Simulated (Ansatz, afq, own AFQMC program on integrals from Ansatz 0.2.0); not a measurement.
Where AFQMC and coupled cluster stand for BNH$_{2}$, singlet

```json
{"atom": "B", "x (Å)": "0.0000", "y (Å)": "0.0000", "z (Å)": "0.4420"}
{"atom": "N", "x (Å)": "0.0000", "y (Å)": "0.0000", "z (Å)": "-0.5320"}
{"atom": "H", "x (Å)": "0.0000", "y (Å)": "0.0000", "z (Å)": "1.6136"}
{"atom": "H", "x (Å)": "0.0000", "y (Å)": "0.0000", "z (Å)": "-1.5235"}
```

Connectivity, by distances: BH–NH.

Basis cc-pVDZ. Only valence electrons are correlated. Integrals, coupled cluster, full CI and functionals: Ansatz 0.2.0; the random walks run on the same integrals in our own AFQMC program. The CISD trial takes its coefficients from CCSD amplitudes. Released means that phaseless walkers are propagated on without the constraint, phases kept. ± is one standard error of the sampling.

Determinant: RHF, the one that the program's search chose, which needn't be the lowest solution. The geometry is a point of a scan.

No full CI on the walks' own integrals is used here; CCSDT(Q) serves as the reference and is uncertain by about the last step of the cluster series.

The T1 diagnostic is 0.0097 and the weight of the determinant in the CISD state is 0.915. The size of the correlated space is 10 electrons in 36 orbitals.

Reference: CCSDT(Q), correlation energy -6.886 eV. The released energy is read at 2.40 1/Eh (meV from the phaseless value at times in 1/Eh: -9 ± 9 at 0.24, -26 ± 10 at 0.51, -25 ± 9 at 0.99, -33 ± 13 at 1.62, -14 ± 12 at 2.40).

```tsv
level	E − E(reference) (mEh)	share of correlation (%)
HF	253.04	0.00
MP2	25.56	89.90
CCSD	7.03	97.22
CCSD(T)	0.87	99.66
CCSDT	0.48	99.81
ph-AFQMC/HF	-3.73 ± 2.80	101.47
ph-AFQMC/CISD	0.65 ± 0.34	99.74
released AFQMC	0.13 ± 0.42	99.95
```

A walk keeps the symmetry of its determinant, which the program's search chose and which needn't be the lowest solution, so a lower state of the same spin and another symmetry isn't excluded. Released energies are given only where the last usable release times agree within the noise; a slower fall can still hide under it.
